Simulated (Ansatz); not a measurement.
# NaHS: ionisation energy by level of theory

An exercise on one series of results from a longer session: the logs are not shown, and one member is left open.

The runs use Ansatz 0.2.0, Gaussian basis; unrestricted cation, the program's frozen cores in correlated methods.

The runs, in order: UKS PBE-D4/def2-TZVPP; UKS r2SCAN-D4/def2-TZVPP; UKS PBE0-D4/def2-TZVPP; UKS B3LYP-D4/def2-TZVPP; UKS wB97X-V/def2-TZVPP; UKS wB97M-V/def2-TZVPP; UKS B2PLYP/def2-TZVPP; UHF-CCSD(T)/def2-TZVPP; UHF-CCSD(T)/def2-QZVPP; extrapolation to the limit; then −ε(HOMO) from the neutral's earlier runs with LDA (SPW92), PBE-D4, revPBE-D4, BLYP-D4, r2SCAN-D4, B97M-V, PBE0-D4, B3LYP-D4, r2SCANh-D4, r2SCAN0-D4, HSE06-D4, BHLYP-D4, CAM-B3LYP-D4, LC-ωPBE, ωB97X-V, ωB97M-V.

### The relaxed structure

An earlier PBE0-D4 in a triple-zeta def2 set relaxation fixed the geometry.

SMILES `[Na][SH]`, 3 atoms, charge 0, spin multiplicity 1.

Atoms are counted from 1 here; the program's logs count them from 0.

Bond lengths: Na1–S2 2.475 Å, S2–H3 1.345 Å. Angles: Na1–S2–H3 93.6°.

The first run:

The input, in.yaml:

```yaml
crystal:
  periodic: [false, false, false]
  atoms:
    - {symbol: Na, position_ang: [1.522830, -0.206726, 0.802697]}
    - {symbol: S, position_ang: [-0.548052, 0.679303, -0.223381]}
    - {symbol: H, position_ang: [-0.985678, -0.537376, -0.592516]}
basis:
  gaussian: {orbitals: def2-TZVPP}
total_charge: 1
magnetization: {spin_polarized: true, initial_magnetization: 1}
hamiltonian: {xc: pbe, dispersion: d4}
```

Among the steps run: Cation, UKS PBE-D4/def2-TZVPP; Cation, UKS r2SCAN-D4/def2-TZVPP; Cation, UKS PBE0-D4/def2-TZVPP; Cation, UKS B3LYP-D4/def2-TZVPP; Cation, UKS wB97X-V/def2-TZVPP; Cation, UKS wB97M-V/def2-TZVPP; Cation, UKS B2PLYP (frozen core)/def2-TZVPP; Cation, UHF-CCSD(T)/def2-TZVPP; Cation, UHF-CCSD(T)/def2-QZVPP.

One table of the session follows, with a row left open; its other results are not shown here.

Orbital estimates, from the neutral's runs:

| functional | −ε(HOMO) (eV) |
| --- | --- |
| LDA (SPW92) | 4.30 |
| PBE-D4 | 4.18 |
| revPBE-D4 | 4.12 |
| BLYP-D4 | 4.07 |
| r2SCAN-D4 | 4.28 |
| B97M-V | 4.34 |
| PBE0-D4 | 5.22 |
| B3LYP-D4 | 5.04 |
| r2SCANh-D4 | 4.69 |
| r2SCAN0-D4 | 5.31 |
| HSE06-D4 | 4.83 |
| BHLYP-D4 | 6.21 |
| CAM-B3LYP-D4 | 6.52 |
| LC-ωPBE | ? |
| ωB97X-V | 7.47 |
| ωB97M-V | 7.37 |

Estimate the missing values for LC-ωPBE.

**Answer.** −ε(HOMO) (eV): 7.81. In the column «−ε(HOMO) (eV)» it is the highest.
